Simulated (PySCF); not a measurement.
# SiH4S (Si(SH)H3) at BCCD(T)/STO-6G

What is the energy change on altering one bond length of SiH4S (Si(SH)H3) at BCCD(T)/STO-6G? The job is set up through a Python script.

The results are computed with PySCF 2.14.0.

6 further runs of the same task are left out: 6 set aside as unsound or not needed.

## (1) Starting point

SiH4S has 6 atoms, charge 0, and is taken as a singlet. SMILES: `[H][Si]([H])([H])S`. The shape is that of a GFN2-xTB optimisation.

Bond lengths: Si1–S2 2.147 Å, S2–H3 1.325 Å, Si1–H4 1.452 Å, Si1–H5 1.457 Å, Si1–H6 1.458 Å. Angles: Si1–S2–H3 97.0°, S2–Si1–H4 103.2°, S2–Si1–H5 107.7°, S2–Si1–H6 107.7°, H4–Si1–H5 113.2°, H4–Si1–H6 113.1°, H5–Si1–H6 111.3°.

## (2) A single-point energy at BCCD(T)/STO-6G

File run.py:

```python
from pyscf import gto, cc
from pyscf.cc.bccd import bccd_kernel_

mol = gto.Mole()
mol.atom = '''
Si       0.201210      -0.014540      -0.544580
S        0.253720       0.019820       1.601470
H       -1.056810       0.059910       1.795240
H        1.606010      -0.020690      -0.909950
H       -0.503230       1.180600      -0.990160
H       -0.500900      -1.225100      -0.952020
'''
mol.spin = 0
mol.charge = 0
mol.basis = 'sto-6g'
mol.verbose = 4
mol.max_memory = 1860
mol.build()

mf = mol.RHF()
mf.conv_tol = 1e-10
mf.kernel()
if not mf.converged:
    mf = mf.newton().run(mf.mo_coeff, mf.mo_occ)

mycc = cc.CCSD(mf, frozen=10).run()
mycc = bccd_kernel_(mycc, diis=True)
e_t = mycc.ccsd_t()
e_final = mycc.e_tot + e_t
print('Final energy', e_final)
```

Command:

```
$ OMP_NUM_THREADS=1 python run.py
```

What it wrote:

```text
PySCF version 2.14.0

[... 56 lines left out ...]
converged SCF energy = -686.403033940263
[... 12 lines left out ...]
Init t2, MP2 energy = -686.465781631258  E_corr(MP2) -0.0627476909950602
[... 8 lines left out ...]
CCSD converged
[... 22 lines left out ...]
CCSD converged
[... 21 lines left out ...]
CCSD converged
[... 3 lines left out ...]
******** <class 'pyscf.cc.ccsd.CCSD'> ********
CC2 = 0
CCSD nocc = 7, nmo = 12
frozen orbitals 10
max_cycle = 50
direct = 0
conv_tol = 1e-07
conv_tol_normt = 1e-05
diis_space = 6
diis_start_cycle = 0
diis_start_energy_diff = 1e+09
Init E_corr(CCSD) = -0.0913478638186265
cycle = 1  E_corr(CCSD) = -0.0913521983736832  dE = -4.33455506e-06  norm(t1,t2) = 0.000116465
cycle = 2  E_corr(CCSD) = -0.0913510607396786  dE = 1.137634e-06  norm(t1,t2) = 1.71685e-05
cycle = 3  E_corr(CCSD) = -0.0913506698332376  dE = 3.90906441e-07  norm(t1,t2) = 4.04216e-06
cycle = 4  E_corr(CCSD) = -0.091350567603858  dE = 1.0222938e-07  norm(t1,t2) = 7.52731e-07
cycle = 5  E_corr(CCSD) = -0.0913505348314449  dE = 3.27724131e-08  norm(t1,t2) = 2.56779e-07
CCSD converged
E(CCSD) = -686.4938485047045  E_corr = -0.09135053483144491
BCC iter:    2  E:    -686.493848504704  dE:    3.779e-07  |t1|:    2.286e-06
CCSD(T) correction = -0.000678297519750599
Final energy -686.4945268022242
```

Run time: 1.6 s. Hardware: 1 thread of Intel Xeon 6975P-C (Granite Rapids), shared host; peak memory 0.12 GiB.

## (3) The distorted shape

File start.xyz:

```xyz
6

Si    -0.922640    -0.009620    -0.252281
S     -0.870130     0.024740     1.893769
H     -2.180660     0.064830     2.087539
H      1.606010    -0.020690    -0.909950
H     -1.627080     1.185520    -0.697861
H     -1.624750    -1.220180    -0.659721
```

File job.py:

```python
from pyscf import gto, cc
from pyscf.cc.bccd import bccd_kernel_

mol = gto.M(
    atom='start.xyz',
    max_memory=1860,
    basis='sto-6g',
    verbose=3,
)

calc0 = mol.RHF()
calc0.conv_tol = 1e-10
calc0.kernel()
if not calc0.converged:
    calc0 = calc0.newton().run(calc0.mo_coeff, calc0.mo_occ)

mycc = cc.CCSD(calc0, frozen=10).run()
mycc = bccd_kernel_(mycc, diis=True)
e_t = mycc.ccsd_t()
e_final = mycc.e_tot + e_t
print(f'total energy: {e_final:.8f} hartree')
```

Command:

```
$ OMP_NUM_THREADS=1 python job.py
```

What it wrote:

```text
converged SCF energy = -686.162275566659
E(CCSD) = -686.3361005899645  E_corr = -0.1738250233050961
BCCD loop starts.

[... 22 lines left out ...]
CCSD converged
[... 24 lines left out ...]
CCSD converged
[... 21 lines left out ...]
CCSD converged
[... 3 lines left out ...]
******** <class 'pyscf.cc.ccsd.CCSD'> ********
CC2 = 0
CCSD nocc = 7, nmo = 12
frozen orbitals 10
max_cycle = 50
direct = 0
conv_tol = 1e-07
conv_tol_normt = 1e-05
diis_space = 6
diis_start_cycle = 0
diis_start_energy_diff = 1e+09
Init E_corr(CCSD) = -0.176203865570563
cycle = 1  E_corr(CCSD) = -0.176204131588353  dE = -2.6601779e-07  norm(t1,t2) = 2.34104e-05
cycle = 2  E_corr(CCSD) = -0.176204048736629  dE = 8.28517243e-08  norm(t1,t2) = 3.80478e-06
CCSD converged
E(CCSD) = -686.3360274112123  E_corr = -0.176204048736629
BCC iter:    3  E:    -686.336027411212  dE:    5.339e-08  |t1|:    8.592e-07
CCSD(T) correction = -0.00283220437219763
total energy: -686.33885962 hartree
```

It took 1.4 s on 1 thread of Intel Xeon 6975P-C (Granite Rapids), shared host; peak memory 0.12 GiB.

## (4) Outcome

At BCCD(T)/STO-6G, 10 core orbitals frozen:

| quantity | value |
| --- | --- |
| first shape: total energy | -686.49453 Eh |
| first shape: correlation energy (10 core orbitals frozen) | -91.5 mEh |
| first shape: (T) correction | -0.68 mEh |
| distorted shape: total energy | -686.33886 Eh |
| distorted shape: correlation energy (10 core orbitals frozen) | -176.6 mEh |
| distorted shape: (T) correction | -2.83 mEh |
| energy change with the Si1–H4 bond stretched from 1.452 to 2.613 Å | 4.236 eV |

In words: With the Si1–H4 bond stretched from 1.452 to 2.613 Å the energy rises by 4.24 eV (98 kcal/mol). The first shape isn't relaxed at this level, so the change isn't measured from a minimum. A restricted reference can't describe the breaking bond well at this length. The minimal basis adds a large error of its own. The triples (first shape) make up 0.7 % of the correlation energy. The triples (distorted shape) make up 1.6 % of the correlation energy.
